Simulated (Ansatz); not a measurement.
H$_{3}$Si–GeH$_{3}$, singlet: reading a ladder of total energies

Geometry: displaced at random from a stationary point.

| atom | x (Å) | y (Å) | z (Å) |
| --- | --- | --- | --- |
| Si | -1.5714 | -0.0082 | -0.0060 |
| Ge | 0.6430 | 0.0082 | 0.0041 |
| H | -2.1765 | 1.3619 | -0.0005 |
| H | -2.0856 | -0.7887 | 1.2239 |
| H | -2.1902 | -0.8047 | -1.2967 |
| H | 1.3800 | -1.5159 | -0.0720 |
| H | 1.2354 | 0.6119 | 1.2073 |
| H | 1.2845 | 0.7702 | -1.1858 |

Basis cc-pVDZ; Ansatz 0.2.0. Only valence electrons are correlated (noble-gas cores and the filled d shells of p-block atoms frozen), which leaves 14 electrons in 56 orbitals. R marks a restricted (for open shells ROHF) determinant. No spin–orbit coupling is included, and no scalar relativity.

Full CI isn't at hand for all of this; RCCSDT(Q) serves as the reference, and is uncertain by about the last step of the cluster series.

Runs differ by some tens of microhartree through their thresholds, so steps under 0.03 kcal/mol mean nothing.

| level | total energy (hartree) |
| --- | --- |
| RHF | -2367.717360 |
| RMP2 | -2367.928997 |
| RCCSD | -2367.980281 |
| RCCSD(T) | -2367.986452 |
| RCCSDT | -2367.987655 |
| RCCSDT(Q) | -2367.987880 |

Question: What is the correlation energy at RCCSDT(Q), and what share of it do RMP2 and RCCSD recover?

Answer: E(corr) = -2367.987880 − (-2367.717360) = -0.270520 hartree = -7.361 eV. RMP2: -0.211637 / -0.270520 = 78.23 %. RCCSD: -0.262921 / -0.270520 = 97.19 %.

Question: By how many kcal/mol does RCCSD(T) miss RCCSDT(Q) (1 hartree = 627.509 kcal/mol), and which steps make up the rest?

Answer: -2367.986452 − (-2367.987880) = 0.001428 hartree = 0.90 kcal/mol. Steps: RCCSDT − RCCSD(T) = -0.75, RCCSDT(Q) − RCCSDT = -0.14 kcal/mol. Differences between like states or geometries often cancel part of this.
